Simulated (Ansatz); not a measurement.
hcp Hf was calculated with PBEsol-D3(BJ) in Ansatz (plane waves, PAW).

Run with plane-wave cutoff 520 eV, 18×18×12 k mesh (along the axes of the cell as run), Fermi–Dirac smearing 0.05 eV, scalar-relativistic PAW data made under PBE.

Properties against volume:

Shape and atoms are relaxed at each volume.

```json
[
 {"V (Å³/atom)": "20.022", "P (GPa)": "5.20", "c (Å)": "4.888", "a (Å)": "3.076"},
 {"V (Å³/atom)": "20.439", "P (GPa)": "2.49", "c (Å)": "4.918", "a (Å)": "3.098"},
 {"V (Å³/atom)": "20.856", "P (GPa)": "0.00", "c (Å)": "4.949", "a (Å)": "3.120"},
 {"V (Å³/atom)": "21.273", "P (GPa)": "-2.28", "c (Å)": "4.978", "a (Å)": "3.141"},
 {"V (Å³/atom)": "21.690", "P (GPa)": "-4.37", "c (Å)": "5.007", "a (Å)": "3.163"}
]
```

Note: the bulk modulus comes from volumes at which shape and atoms were relaxed.

Ansatz is an electronic-structure program.
